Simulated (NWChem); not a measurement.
The numbers come from NWChem runs, not from measurements. System: difluoromethane (CH2F2), charge 0, spin multiplicity 1, at a geometry optimised with PBE/def2-SVP. Level: G0W0@PBE/def2-TZVPP, RI basis def2-tzvpp-rifit.

NWChem printed:

```
             Northwest Computational Chemistry Package (NWChem) 7.3.0
             --------------------------------------------------------

                                NWChem Input Module
                                -------------------

 Scaling coordinates for geometry "geometry" by  1.889725989
 (inverse scale =  0.529177249)

 Turning off AUTOSYM since
 SYMMETRY directive was detected!

                             Geometry "geometry" -> ""
                             -------------------------

 Output coordinates in angstroms (scale by  1.889725989 to convert to a.u.)

  No.       Tag          Charge          X              Y              Z
 ---- ---------------- ---------- -------------- -------------- --------------
    1 F                    9.0000     1.11048000     0.00000000    -0.28972800
    2 C                    6.0000     0.00000000     0.00000000     0.49510700
    3 F                    9.0000    -1.11048000     0.00000000    -0.28972800
    4 H                    1.0000     0.00000000     0.92257500     1.12223500
    5 H                    1.0000     0.00000000    -0.92257500     1.12223500

 Effective nuclear repulsion energy (a.u.)      76.7406131861

            Nuclear Dipole moment (a.u.)
            ----------------------------
        X                 Y               Z
 ---------------- ---------------- ----------------
     0.0000000000     0.0000000000     0.0000151178

      Symmetry information
      --------------------

 Group name             C2v
 Group number             16
 Group order               4
 No. of unique centers     3

      Symmetry unique atoms

     1    2    4


 Summary of "ao basis" -> "" (spherical)
 ------------------------------------------------------------------------------
       Tag                 Description            Shells   Functions and Types
 ---------------- ------------------------------  ------  ---------------------
 *                         def2-tzvpp                 on all atoms

 new library libraries.bse/

 Summary of "ri basis" -> "" (spherical)
 ------------------------------------------------------------------------------
       Tag                 Description            Shells   Functions and Types
 ---------------- ------------------------------  ------  ---------------------
 *                      def2-tzvpp-rifit              on all atoms

  pbe96 is a nonlocal functional; adding pw91lda local functional.

                                 NWChem DFT Module
[...]
    36      1.116547  2 C  s                 45     -1.018664  2 C  pz
     5     -0.819065  1 F  s                 35      0.823037  2 C  s
    67     -0.819065  3 F  s                 12      0.407226  1 F  px
    74     -0.407226  3 F  px                96     -0.317923  4 H  s
   110     -0.317923  5 H  s                 42     -0.294284  2 C  pz

 center of mass
 --------------
 x =   0.00000000 y =   0.00000000 z =  -0.10192704

 moments of inertia (a.u.)
 ------------------
          36.546042260501           0.000000000000           0.000000000000
           0.000000000000         197.746548420909           0.000000000000
           0.000000000000           0.000000000000         173.453611125539

     Multipole analysis of the density
     ---------------------------------

     L   x y z        total         alpha         beta         nuclear
     -   - - -        -----         -----         ----         -------
     0   0 0 0     -0.000000    -13.000000    -13.000000     26.000000

     1   1 0 0     -0.000000     -0.000000     -0.000000      0.000000
     1   0 1 0     -0.000000     -0.000000     -0.000000      0.000000
     1   0 0 1      0.674007      0.336996      0.336996      0.000015

     2   2 0 0    -14.030968    -46.648914    -46.648914     79.266861
     2   1 1 0      0.000000      0.000000      0.000000      0.000000
     2   1 0 1     -0.000000     -0.000000     -0.000000      0.000000
     2   0 2 0    -11.559556     -8.819270     -8.819270      6.078984
     2   0 1 1      0.000000      0.000000      0.000000      0.000000
     2   0 0 2    -11.542909    -15.592899    -15.592899     19.642890

 Task  times  cpu:        9.2s     wall:        9.2s

                                NWChem Input Module
                                -------------------

                                 NWChem GW Module
                                 ----------------

                             ***********************
                             ***        GW       ***
                             ***********************

 Summary of "ri basis" -> "ri basis" (spherical)
 ------------------------------------------------------------------------------
       Tag                 Description            Shells   Functions and Types
 ---------------- ------------------------------  ------  ---------------------
 F                      def2-tzvpp-rifit            22       76   8s6p4d3f1g
 C                      def2-tzvpp-rifit            22       76   8s6p4d3f1g
 H                      def2-tzvpp-rifit            10       30   4s3p2d1f

                 Memory Information
                 ------------------
          Available GA per process is          1699.9 MBs
          Available stack per process is        700.0 MBs
          Available heap per process is           0.0 MBs

          Peak memory in Initialization
              Peak GA per process is                  4.8 MBs
              Peak stack per process is               0.2 MBs
              Peak heap per process is                5.0 MBs
              Memory not in MA per process            0.0 MBs

          Peak memory in AFF Calculation
              Peak GA per process is                 22.1 MBs
              Peak stack per process is              15.0 MBs
              Peak heap per process is                0.0 MBs
              Memory not in MA per process           15.0 MBs

          Computing 2-center integrals
          Computing Inverse Cholesky factor
          Computing 3-center integrals
          Computing V_xc ...

          Computing Sigma_x
          Computing RPA polarizability
          Solving quasiparticle equations

                  Alpha Orbitals
          State     Energy (eV)     Error (eV)
          -----------------------------------
@GW        10        -14.613           0.003
@GW        11        -14.367           0.003
@GW        12        -14.103           0.003
@GW        13        -12.631           0.003
@GW        14          3.681           0.002
@GW        15          4.793           0.002

   Applying  -4.6166 eV scissor-shift to rest of particle states

   Applying   2.8393 eV scissor-shift to rest of hole states

     GW Timing Statistics
   ------------------------
   Init.   :          0.1s
     ERIs  :          1.3s
     Distr.:          0.0s
     Vxc   :          0.1s
   Sigma_x :          0.0s
   RPA     :          0.7s
   Wmn     :          0.0s
   Sigma_c :          0.0s
   GW total:          2.4s

 Task  times  cpu:        2.4s     wall:        2.4s

 Total times  cpu:       11.7s     wall:       11.7s
```

### Question
Write an NWChem input that would produce this output.

### Answer
Several could match; the one computed here: 
```
start mol
memory heap 200 mb stack 700 mb global 1700 mb
geometry units angstroms nocenter noautoz
  F      1.110480     0.000000    -0.289728
  C      0.000000     0.000000     0.495107
  F     -1.110480     0.000000    -0.289728
  H      0.000000     0.922575     1.122235
  H      0.000000    -0.922575     1.122235
  symmetry group C2v
end
basis spherical
  * library def2-tzvpp
end
basis "ri basis" bse spherical
  * library def2-tzvpp-rifit
end
dft
  xc xpbe96 cpbe96
  iterations 100
  direct
  tolerances tight
end
task dft energy
gw
  states alpha occ 4 vir 2
end
task dft gw
```
